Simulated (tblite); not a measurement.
Sulfanylsilane, H₄SSi.
Bonds: Si1–S2. Hydrogens: H3, H4, H5 on Si1; H6 on S2.

Computed with GFN2-xTB (tblite), gas phase: Langevin dynamics at 300 K from the optimised GFN2-xTB geometry, time step 0.5 fs, friction 0.01 fs⁻¹, 2000 steps.

Start geometry:
```
atom  x, y, z in Å
Si1    -0.580   -0.009    0.012
S2      1.395    0.804   -0.206
H3     -0.685   -0.561    1.357
H4     -1.440    1.139   -0.205
H5     -0.743   -1.050   -0.995
H6      2.056   -0.321    0.015
```

The statistics below take the 31 frames saved every 25 fs from 250 to 1000 fs; their kinetic temperature (all 3N coordinates) averages 281 K.

**Question.** Give the mean, spread and extremes of the bond lengths.

**Answer.** 
| bond | start (Å) | mean (Å) | standard deviation (Å) | shortest (Å) | longest (Å) |
| --- | --- | --- | --- | --- | --- |
| Si1–S2 | 2.147 | 2.155 | 0.038 | 2.078 | 2.249 |
| Si1–H3 | 1.457 | 1.465 | 0.036 | 1.402 | 1.557 |
| Si1–H4 | 1.451 | 1.463 | 0.035 | 1.411 | 1.562 |
| Si1–H5 | 1.457 | 1.458 | 0.029 | 1.409 | 1.524 |
| S2–H6 | 1.324 | 1.332 | 0.025 | 1.278 | 1.383 |

**Question.** Give the same statistics for bond angles, one of each kind.

**Answer.** 
```csv
angle,start (°),mean (°),standard deviation (°),smallest (°),largest (°)
S2–Si1–H3,107.7,107.4,7.7,95.5,124.4
S2–Si1–H4,103.3,106.7,4.7,96.0,118.2
H3–Si1–H4,113.3,111.7,11.4,90.8,136.0
H3–Si1–H5,111.1,111.9,8.0,92.7,130.2
Si1–S2–H6,96.9,97.9,4.7,88.5,109.7
```

The run is classical and short, so these are rough statistics of one trajectory.

The cost below is that of the whole dynamics run. Hardware: one thread of an Intel Xeon Platinum 8488C, no GPU (shared host). Cost: 4.2 s wall, 0.18 GiB resident at most.
